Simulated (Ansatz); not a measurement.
Born–Oppenheimer molecular dynamics of H₆Si₂ (8 atoms, charge 0, multiplicity 1). It starts at the highest image of a converged band. Of that band: The profile has 2 maxima (images 3, 8) with wells between them (image 5): this band takes more than one step, which may be the mechanism or a detour left from its start path. Neighbouring images differ by up to 1.2 eV, so the band resolves the path poorly. A vibrational analysis at the climbing image gives one clearly imaginary mode, 954i cm⁻¹: a first-order saddle point.

Computed with RKS B3LYP/def2-SVP in Ansatz 0.2.0.

| Quantity | Value |
| --- | --- |
| ensemble | NVE (velocity Verlet) |
| time step | 0.5 fs |
| steps asked | 200 |
| starting velocities drawn for | 300 K |
| seed | 5110 |

First frame:

```xyz
8
Properties=species:S:1:pos:R:3
Si -0.021 0.170 0.844
H 1.360 -0.180 0.205
H 0.673 -0.193 -0.625
Si -0.915 1.839 -0.573
H -1.725 1.335 -1.720
H -1.795 2.733 0.238
H 0.224 2.654 -1.094
H -0.778 -1.109 0.622
```

Q: What does the run give?

A: The run went to its last step.

```json
{
 "steps done": "200",
 "time covered": "100 fs",
 "mean temperature over the second half": "204 K",
 "spread of the potential energy over the second half": "3.6 meV per atom",
 "mean potential energy of the second half above the start": "9.4 meV per atom"
}
```

The conserved energy stayed within 0.17 meV per atom of its start (net change 0.088 meV per atom), so the integration is sound. A run of 0.1 ps of so small a system gives no equilibrium averages. The orbitals stay closed-shell, which can raise the energy where a bond breaks towards radicals; this wasn't checked here.

Q: What happens to the structure?

A: Between its relaxed ends the band would form H2–H3 and break Si1–H3. These pairs go: H2–H3 1.08 → 0.82 Å, Si1–H3 1.67 → 2.04 Å. In the last frame they stand as after the step (other bonds may differ from the relaxed reactants and products). These pairs come and go: their bonding changes 5 times, last at 81 of 100 fs, so the outcome isn't settled. Also parted: Si1–H2 1.56 → 1.93 Å. It ends as H2 + H4Si2. Pairs count as bonded within 1.25 times the sum of covalent radii (0.12 Å more for H–H). Another seed would give other details.

Q: How do temperature and energy run in time?

A: 
| time (fs) | T (K) | potential energy less start (eV) | conserved less start (meV/atom) |
| --- | --- | --- | --- |
| 0 | 300 | 0.000 | 0.00 |
| 3 | 142 | 0.123 | 0.14 |
| 6 | 167 | 0.104 | 0.09 |
| 9 | 230 | 0.055 | 0.04 |
| 12 | 133 | 0.131 | 0.16 |
| 15 | 289 | 0.009 | 0.02 |
| 18 | 244 | 0.044 | 0.12 |
| 21 | 259 | 0.032 | 0.08 |
| 24 | 268 | 0.025 | 0.06 |
| 27 | 161 | 0.109 | 0.15 |
| 30 | 252 | 0.038 | 0.02 |
| 33 | 199 | 0.079 | 0.10 |
| 36 | 169 | 0.103 | 0.13 |
| 39 | 227 | 0.057 | 0.05 |
| 42 | 169 | 0.102 | 0.09 |
| 45 | 199 | 0.079 | 0.10 |
| 48 | 212 | 0.069 | 0.09 |
| 51 | 205 | 0.074 | 0.07 |
| 54 | 227 | 0.057 | 0.08 |
| 57 | 201 | 0.078 | 0.11 |
| 60 | 228 | 0.056 | 0.06 |
| 63 | 204 | 0.075 | 0.10 |
| 66 | 209 | 0.071 | 0.08 |
| 69 | 187 | 0.088 | 0.09 |
| 72 | 184 | 0.091 | 0.11 |
| 75 | 250 | 0.039 | 0.06 |
| 78 | 234 | 0.052 | 0.10 |
| 81 | 260 | 0.032 | 0.08 |
| 84 | 259 | 0.033 | 0.07 |
| 87 | 177 | 0.097 | 0.13 |
| 90 | 208 | 0.072 | 0.05 |
| 93 | 128 | 0.134 | 0.11 |
| 96 | 133 | 0.131 | 0.10 |
| 99 | 173 | 0.099 | 0.06 |

Time of the run: 5.2 min on 1 thread of Arm Neoverse V1 (shared host), peak memory 0.11 GiB.
